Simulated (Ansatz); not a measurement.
in.yaml

```yaml
crystal:
  periodic: [false, false, false]
  atoms:
    - {symbol: B, position_ang: [0.000000, 0.000000, 0.000000]}
    - {symbol: B, position_ang: [0.000000, 0.000000, 1.640578]}
basis:
  gaussian: {orbitals: cc-pVTZ}
magnetization: {spin_polarized: false, initial_magnetization: 2}
correlation: {method: fci, electrons: outside_noble_gas}
```

```sh
$ ansatz run in.yaml --threads 2 --pin off --events-out ev --progress --plain --max-ram 24576MiB --backend cuda --devices 0, --max-vram 18GiB
```

Output:

```
694 factors; integrals over basis functions are off by at most 2.0e-7 eV
mean field evaluation 1: about -1335.4584 eV, gradient 5.2e0 eV
mean field evaluation 2: about -1335.4624 eV, gradient 5.3e0 eV
mean field evaluation 4: about -1335.7867 eV, gradient 6.4e-1 eV
mean field evaluation 8: about -1335.7909 eV, gradient 3.3e-4 eV
mean field evaluation 16: about -1336.1726 eV, gradient 3.0e0 eV
mean field evaluation 32: about -1335.4584 eV, gradient 5.2e0 eV
mean field evaluation 64: about -1335.7909 eV, gradient 4.7e-4 eV
mean field evaluation 96: about -1336.2449 eV, gradient 2.9e-1 eV
mean field evaluation 128: about -1335.7909 eV, gradient 3.0e-4 eV
mean field evaluation 160: about -1335.7785 eV, gradient 6.4e-1 eV
mean field -1336.41189902 eV, -49.1122314365 hartree, gradient 4.2e-6 eV, S^2 2.000000; 15 other end points of the search recorded, 0 dependent functions left out
mean field evaluation 192: about -1336.2009 eV, gradient 2.1e0 eV
mean field evaluation 224: about -1336.2467 eV, gradient 6.2e-2 eV
determinant -1336.24926121 eV, -49.1062546071 hartree, with singles and doubles -1340.77201019 eV, -49.2724625665 hartree
determinant -1335.79085888 eV, -49.0894086322 hartree, with singles and doubles -1341.06085912 eV, -49.2830775689 hartree
determinant -1335.42693571 eV, -49.0760347024 hartree, with singles and doubles -1339.34186964 eV, -49.2199058709 hartree
determinant -1336.24926121 eV, -49.1062546071 hartree, with singles and doubles -1340.65969570 eV, -49.2683350853 hartree
determinant -1335.79085888 eV, -49.0894086322 hartree, with singles and doubles -1340.92915715 eV, -49.2782376110 hartree
determinant -1336.24926121 eV, -49.1062546071 hartree, with singles and doubles -1340.66008229 eV, -49.2683492922 hartree
determinant -1335.79085888 eV, -49.0894086322 hartree, with singles and doubles -1340.93055013 eV, -49.2782888017 hartree
unrestricted determinant -1337.33667233 eV, -49.1462162287 hartree, S^2 2.8922
2 core orbitals not correlated: weight in the atoms' cores, before any rotation towards them, 1.000 or more for the frozen orbitals, at most 0.000 for the correlated occupied ones
reference -1336.24926121 eV, -49.1062546071 hartree; 4, 2 occupied and 54, 56 virtual orbitals, 694 factors
state -1341.49432153 eV, -49.2990070187 hartree
2 core orbitals not correlated: weight in the atoms' cores, before any rotation towards them, 1.000 or more for the frozen orbitals, at most 0.000 for the correlated occupied ones
state -1341.49572573 eV, -49.2990586220 hartree
Total energy: -1341.49572573 eV, -49.2990586220 hartree
```

Natural occupations: 1.9314 1.6786 0.9542 0.9542 0.2718 0.0625 0.0625 0.0196 0.0088 0.0074 0.0074 0.0064 0.0064 0.0046 0.0034 0.0034 0.0030 0.0020 0.0020 0.0019 0.0019 0.0014 0.0006 0.0003.

Ran on 2 threads of AMD EPYC 7R13 with a shared H100 80 GB, shared host: 2 min wall, 1.1 GiB peak host memory.
